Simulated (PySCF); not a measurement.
**Single point on LiMg**

State: ²Σ⁺ (doublet), unpaired electrons σ ↑.

An equivalent input (the run itself took its basis sets from the Basis Set Exchange, started from a PBE0 density and held the occupation σ 6α 5β, πx 1α 1β, πy 1α 1β):

```python
from pyscf import gto, dft
mol = gto.M(atom='Li 0 0 0; Mg 0 0 3.12', basis={'Li': 'def2-SVP', 'Mg': 'def2-SVP'},
            charge=0, spin=1, verbose=4, symmetry='C2v')
mf = dft.UKS(mol, xc='LC_WPBE')
mf.grids.atom_grid = (80, 434)
mf.grids.prune = dft.gen_grid.treutler_prune
mf.irrep_nelec = {'A1': (6, 5), 'B1': (1, 1), 'B2': (1, 1)}
mf.conv_tol = 1e-9
mf.max_cycle = 60
mf.diis_space = 10
mf.kernel()
```

The log (some set-up lines and the per-cycle HOMO/LUMO lines removed):

```
******** <class 'pyscf.dft.uks_symm.SymAdaptedUKS'> ********
method = SymAdaptedUKS
damping factor = 0
level_shift factor = 0
DIIS = <class 'pyscf.scf.diis.CDIIS'>
diis_start_cycle = 1
diis_space = 10
diis_damp = 0
SCF conv_tol = 1e-09
SCF conv_tol_grad = None
SCF max_cycles = 60
number electrons alpha = 8  beta = 7
Set gradient conv threshold to 3.16228e-05
init E= -207.381710435254
cycle= 1 E= -207.38245349052  delta_E= -0.000743  |g|= 0.00679  |ddm|= 0.0536
cycle= 2 E= -207.382654665632  delta_E= -0.000201  |g|= 0.00435  |ddm|= 0.03
cycle= 3 E= -207.382799097273  delta_E= -0.000144  |g|= 0.00235  |ddm|= 0.0352
cycle= 4 E= -207.382856203829  delta_E= -5.71e-05  |g|= 0.00124  |ddm|= 0.0251
cycle= 5 E= -207.382877850659  delta_E= -2.16e-05  |g|= 0.000458  |ddm|= 0.0202
cycle= 6 E= -207.382881085517  delta_E= -3.23e-06  |g|= 0.000158  |ddm|= 0.0101
cycle= 7 E= -207.382881369129  delta_E= -2.84e-07  |g|= 7.73e-05  |ddm|= 0.00232
cycle= 8 E= -207.382881454833  delta_E= -8.57e-08  |g|= 2.93e-05  |ddm|= 0.00136
cycle= 9 E= -207.382881464848  delta_E= -1e-08  |g|= 8.87e-06  |ddm|= 0.000437
cycle= 10 E= -207.382881465698  delta_E= -8.49e-10  |g|= 2.03e-06  |ddm|= 0.000195
Extra cycle  E= -207.382881465714  delta_E= -1.62e-11  |g|= 1.12e-06  |ddm|= 1.54e-05
converged SCF energy = -207.382881465714  <S^2> = 0.80069849  2S+1 = 2.0500717
```

Repeating this along the bond gives Re = 3.097 Å and ωe = 200 cm⁻¹.

A point of this curve took 0.37 CPU seconds beside 0.015 for the integrals, on Arm Neoverse V1 (shared host).

The state was picked by a PBE0 search and need not be the measured ground state.
